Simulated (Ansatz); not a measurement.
The input, for Ansatz 0.2.0:

```yaml
crystal:
  periodic: [false, false, false]
  atoms:
    - {symbol: Al, position_ang: [0.000000, 0.000000, 0.000000]}
    - {symbol: P, position_ang: [0.000000, 0.000000, 3.815000]}
basis:
  gaussian: {orbitals: 6-31G}
correlation: {method: fic_mrcisd_q, electrons: outside_noble_gas, active_space: {window: {electrons: 2, orbitals: 2}}}
```

```sh
$ ansatz run in.yaml --threads 1 --pin off --events-out ev --progress --plain --max-ram 2393MiB
```

Output:

```
278 factors; integrals over basis functions are off by at most 1.3e-4 eV
mean field evaluation 1: about -15847.8669 eV, gradient 1.0e1 eV
mean field evaluation 2: about -15847.8673 eV, gradient 1.0e1 eV
mean field evaluation 4: about -15848.9393 eV, gradient 1.1e0 eV
mean field evaluation 8: about -15848.9737 eV, gradient 5.9e-2 eV
mean field evaluation 16: about -15846.3230 eV, gradient 3.7e0 eV
mean field evaluation 32: about -15847.7546 eV, gradient 1.2e-4 eV
mean field evaluation 64: about -15847.6670 eV, gradient 1.7e0 eV
mean field evaluation 96: about -15847.8520 eV, gradient 8.9e-1 eV
mean field -15848.97375777 eV, -582.4390427777 hartree, gradient 4.7e-6 eV, S^2 0.000000; 9 other end points of the search recorded, 0 dependent functions left out; unrestricted orbitals would lower it
reference -15848.97375777 eV, -582.4390427777 hartree; 14, 14 occupied and 12, 12 virtual orbitals, 278 factors
state -15849.80741780 eV, -582.4696792189 hartree
contracted CI cycle   1: correlation 0.00000000 eV, 0.0000000000 hartree, residual 6.66e0 eV
contracted CI cycle   2: correlation -1.66810818 eV, -0.0613018449 hartree, residual 1.39e0 eV
...
contracted CI cycle   9: correlation -2.13400929 eV, -0.0784233948 hartree, residual 3.94e-2 eV
contracted CI cycle  10: correlation -2.13408351 eV, -0.0784261223 hartree, residual 2.10e-2 eV
contracted CI cycle  11: correlation -2.13411284 eV, -0.0784272004 hartree, residual 1.44e-2 eV
contracted CI cycle  12: correlation -2.13412570 eV, -0.0784276728 hartree, residual 9.12e-3 eV
contracted CI cycle  13: correlation -2.13412993 eV, -0.0784278283 hartree, residual 4.57e-3 eV
contracted CI cycle  14: correlation -2.13413113 eV, -0.0784278725 hartree, residual 2.53e-3 eV
contracted CI cycle  15: correlation -2.13413150 eV, -0.0784278859 hartree, residual 1.43e-3 eV
contracted CI cycle  16: correlation -2.13413166 eV, -0.0784278918 hartree, residual 1.12e-3 eV
contracted CI cycle  17: correlation -2.13413174 eV, -0.0784278949 hartree, residual 6.90e-4 eV
contracted CI cycle  18: correlation -2.13413176 eV, -0.0784278957 hartree, residual 2.77e-4 eV
state -15849.33837755 eV, -582.4524423077 hartree; corrected -15851.82944026 eV, -582.5439871736 hartree
state -15849.33837755 eV, -582.4524423077 hartree; corrected -15851.82944026 eV, -582.5439871736 hartree
the orbitals are reached from a further start. From the first start the search ends at -15849.80741365 eV, -582.4696790663 hartree
WARN: the results are in doubt because another end's mean lies 0.469 eV lower, and its corrected mean 0.001 eV higher
Total energy: -15851.82944026 eV, -582.5439871736 hartree
In doubt: another end's mean lies 0.469 eV lower, and its corrected mean 0.001 eV higher
```

Natural occupations: 1.9463 0.0537.

Ran on 1 thread of Arm Neoverse V2, shared host: 1.1 s wall, 0.07 GiB peak host memory.
